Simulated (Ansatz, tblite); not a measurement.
Forces on B(NH2Me)H3 (CH8BN) at its PBE-D4/def2-TZVP geometry. The state is a singlet with charge 0.

The xTB rows come from tblite.

GFN1-xTB (tblite), largest force 0.79 eV/Å:

```xyz
11
positions Å, forces eV/Å
B    -0.096   -0.512   -1.256   -0.275   -0.116   -0.305
N     0.599    0.030    0.123    0.556    0.194    0.519
C    -0.365    0.485    1.154   -0.022   -0.101   -0.249
H     1.235    0.798   -0.115   -0.385   -0.264    0.067
H     1.185   -0.718    0.506   -0.368    0.257   -0.146
H     0.143    0.839    2.062   -0.041   -0.120   -0.297
H    -0.971    1.289    0.721    0.171   -0.121    0.097
H    -1.028   -0.354    1.393    0.180    0.144   -0.011
H    -0.736    0.432   -1.689    0.187   -0.274    0.127
H    -0.796   -1.451   -0.917    0.205    0.274   -0.097
H     0.830   -0.838   -1.980   -0.209    0.127    0.295
```

GFN2-xTB (tblite), largest force 0.79 eV/Å:

```
B -0.182 -0.083 -0.216
N 0.181 0.286 0.712
C 0.227 -0.183 -0.430
H -0.302 -0.196 -0.045
H -0.292 0.125 -0.177
H -0.139 -0.084 -0.218
H 0.154 -0.203 0.155
H 0.170 0.243 -0.027
H 0.288 -0.465 0.142
H 0.316 0.415 -0.218
H -0.422 0.145 0.321
```

PBE-D4/def2-TZVP (Ansatz), largest force 0.01 eV/Å:

```
B -0.004 0.002 0.004
N 0.000 0.001 0.004
C -0.004 -0.002 -0.006
H 0.002 -0.003 -0.001
H 0.002 0.001 -0.003
H 0.001 0.000 -0.001
H 0.000 0.001 0.000
H 0.000 -0.001 0.001
H 0.001 0.001 0.000
H 0.000 -0.001 0.001
H 0.001 0.000 0.001
```
